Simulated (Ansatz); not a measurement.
System: chalcopyrite CdGeAs₂. Method: PBEsol (Ansatz, a program for electronic structure, PAW).

Run with plane-wave cutoff 560 eV, 8×8×8 k mesh, Fermi–Dirac smearing 0.01 eV, scalar-relativistic PAW data made under PBE.

Starting structure:

```
CELL_PARAMETERS angstrom
     -2.97000     2.97000     5.61000
      2.97000    -2.97000     5.61000
      2.97000     2.97000    -5.61000
ATOMIC_POSITIONS crystal
  Cd 0.00000 0.00000 0.00000
  Cd 0.75000 0.25000 0.50000
  Ge 0.50000 0.50000 0.00000
  Ge 0.25000 0.75000 0.50000
  As 0.87500 0.84600 0.47100
  As 0.15400 0.62500 0.02900
  As 0.37500 0.40400 0.52900
  As 0.59600 0.12500 0.97100
```

### Question
Into what structure does the relaxation of cell and atoms lead at this level, with the symmetry of the start kept?

### Answer
The volume goes up by 0.9 %; final space group I-42d.
```
CELL_PARAMETERS angstrom
     -2.97123     2.97123     5.65549
      2.97123    -2.97123     5.65549
      2.97123     2.97123    -5.65549
ATOMIC_POSITIONS crystal
  Cd 0.00000 0.00000 0.00000
  Cd 0.75000 0.25000 0.50000
  Ge 0.50000 0.50000 0.00000
  Ge 0.25000 0.75000 0.50000
  As 0.87500 0.84973 0.47473
  As 0.15027 0.62500 0.02527
  As 0.37500 0.40027 0.52527
  As 0.59973 0.12500 0.97473
```
